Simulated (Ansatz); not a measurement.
Ansatz (a first-principles code) input (MP2/6-31G*):

Ansatz 0.2 input:
```yaml
crystal:
  periodic: [false, false, false]
  atoms:
    - {symbol: C, position_ang: [0.00214948, 0.86797098, 0.00149051]}
    - {symbol: C, position_ang: [0.75058129, -0.43583539, -0.00746307]}
    - {symbol: C, position_ang: [-0.75273077, -0.43213559, 0.00597256]}
    - {symbol: H, position_ang: [0.01171755, 1.45362880, 0.91078734]}
    - {symbol: H, position_ang: [-0.00451006, 1.45678848, -0.90578946]}
    - {symbol: H, position_ang: [1.25028356, -0.72912596, -0.92080071]}
    - {symbol: H, position_ang: [1.26651116, -0.73228564, 0.89577609]}
    - {symbol: H, position_ang: [-1.25388730, -0.72608269, 0.91830178]}
    - {symbol: H, position_ang: [-1.27011491, -0.72292301, -0.89827503]}
basis:
  gaussian:
    orbitals: 6-31G*
magnetization: {spin_polarized: false}
correlation: {method: mp2, electrons: outside_noble_gas}
relax: {f_tol: 0.003, max_steps: 120}
```

Output:

```
WARN ansatz: RAYON_NUM_THREADS=1 ignored (pool sized by the plan → 1); use --threads N
Functional definition: HF
these checks for a lower state are left out or cut short: cluster_reference
integrals: 0.01 GiB planned
699 factors; integrals over basis functions are off by at most 3.5e-4 eV
mean field: 0.10 GiB planned
mean field evaluation 1: about -3183.8023 eV, gradient 2.3e1 eV
mean field evaluation 2: about -3183.7999 eV, gradient 2.3e1 eV
mean field evaluation 4: about -3185.3101 eV, gradient 2.7e0 eV
mean field evaluation 8: about -3185.3284 eV, gradient 6.6e-5 eV
mean field -3185.32836942 eV, -117.0586584832 hartree, gradient 2.1e-6 eV, S^2 0.000000; 0 other end points of the search recorded, 0 dependent functions left out
3 core orbitals not correlated
reference -3185.32836942 eV, -117.0586584832 hartree; 9, 9 occupied and 45, 45 virtual orbitals, 699 factors
densities: 0.08 GiB planned
second order -10.60911601 eV of doubles, -0.00000000 eV of singles
the calculation of the forces begins
relax step   1: F+E_penalty+E_count = -3195.93748543 eV  Δ(F+E_penalty+E_count) = +0.000e0 eV  max|allowed force component| = 1.066e-1 eV/Å  Δτ_max = 0.0000 Å  (35 SCF iters, accepted)
these checks for a lower state are left out or cut short: starts, cluster_reference, orbital_swaps, neighbouring_geometries, increment
integrals: 0.01 GiB planned
699 factors; integrals over basis functions are off by at most 3.5e-4 eV
mean field: 0.10 GiB planned
mean field evaluation 16: about -3185.3282 eV, gradient 7.6e-5 eV
mean field -3185.32462854 eV, -117.0585210083 hartree, gradient 7.7e-6 eV, S^2 0.000000; 0 other end points of the search recorded, 0 dependent functions left out
3 core orbitals not correlated
reference -3185.32462854 eV, -117.0585210083 hartree; 9, 9 occupied and 45, 45 virtual orbitals, 699 factors
densities: 0.08 GiB planned
second order -10.61378858 eV of doubles, -0.00000000 eV of singles
the calculation of the forces begins
relax step   2: F+E_penalty+E_count = -3195.93841712 eV  Δ(F+E_penalty+E_count) = -9.317e-4 eV  max|allowed force component| = 2.657e-2 eV/Å  Δτ_max = 0.0023 Å  (31 SCF iters, accepted)
these checks for a lower state are left out or cut short: starts, cluster_reference, orbital_swaps, neighbouring_geometries, increment
integrals: 0.01 GiB planned
699 factors; integrals over basis functions are off by at most 3.5e-4 eV
mean field: 0.10 GiB planned
mean field -3185.32324082 eV, -117.0584700105 hartree, gradient 7.7e-6 eV, S^2 0.000000; 0 other end points of the search recorded, 0 dependent functions left out
3 core orbitals not correlated
reference -3185.32324082 eV, -117.0584700105 hartree; 9, 9 occupied and 45, 45 virtual orbitals, 699 factors
densities: 0.08 GiB planned
second order -10.61523285 eV of doubles, -0.00000000 eV of singles
the calculation of the forces begins
relax step   3: F+E_penalty+E_count = -3195.93847367 eV  Δ(F+E_penalty+E_count) = -5.655e-5 eV  max|allowed force component| = 2.492e-3 eV/Å  Δτ_max = 0.0007 Å  (31 SCF iters, accepted)
these checks for a lower state are left out or cut short: cluster_reference
integrals: 0.01 GiB planned
699 factors; integrals over basis functions are off by at most 3.5e-4 eV
mean field: 0.10 GiB planned
mean field evaluation 32: about -3185.3232 eV, gradient 7.7e-6 eV
mean field -3185.32324082 eV, -117.0584700105 hartree, gradient 7.7e-6 eV, S^2 0.000000; 1 other end points of the search recorded, 0 dependent functions left out
3 core orbitals not correlated
reference -3185.32324082 eV, -117.0584700105 hartree; 9, 9 occupied and 45, 45 virtual orbitals, 699 factors
densities: 0.08 GiB planned
second order -10.61523285 eV of doubles, -0.00000000 eV of singles
the calculation of the forces begins
Total energy: -3195.93847367 eV, -117.4485726225 hartree
Atom 0 at     0.002150     0.868043     0.001491 Å, force    -0.000006    -0.002492    -0.000004 eV/Å
Atom 1 at     0.750643    -0.435871    -0.007464 Å, force    -0.002155     0.001251     0.000021 eV/Å
Atom 2 at    -0.752793    -0.432171     0.005973 Å, force     0.002161     0.001240    -0.000017 eV/Å
Atom 3 at     0.011744     1.455232     0.913352 Å, force    -0.000001     0.001153    -0.000432 eV/Å
Atom 4 at    -0.004529     1.458400    -0.908349 Å, force     0.000007     0.001151     0.000436 eV/Å
Atom 5 at     1.251651    -0.729929    -0.923377 Å, force     0.001000    -0.000579     0.000424 eV/Å
Atom 6 at     1.267924    -0.733097     0.898325 Å, force     0.000992    -0.000578    -0.000444 eV/Å
Atom 7 at    -1.255258    -0.726887     0.920875 Å, force    -0.001003    -0.000573    -0.000426 eV/Å
Atom 8 at    -1.271532    -0.723719    -0.900826 Å, force    -0.000995    -0.000574     0.000442 eV/Å
Dipole moment:     0.000000    -0.000000    -0.000000 e Å
Checks for a lower state left out: cluster_reference
```
